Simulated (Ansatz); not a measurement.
1T (CdI2-type) TiTe2

These are HSE06-D3(BJ) (plane waves, PAW; Ansatz, a quantum-chemistry and plane-wave program) values and carry that method's errors.

Numerical settings: plane-wave cutoff 500 eV, 12×12×4 k mesh (along the axes of the cell as run), Fermi–Dirac smearing 0.05 eV, scalar-relativistic PAW data made under PBE.

Cell: relaxed at this level.

```yaml
equilibrium_volume_per_atom: 24.43 Å³/atom
lattice_parameter_a: 3.684 Å
c axis length: 6.237 Å
```

Note: exact exchange on metals is sensitive to the k mesh and can open a false gap; the volume lies 9 % below that of the published cell.

Spin–orbit coupling is not included.

The computed numbers hold no vibrational or temperature effects.

It cost around 40 core-minutes (rough) of CPU time.
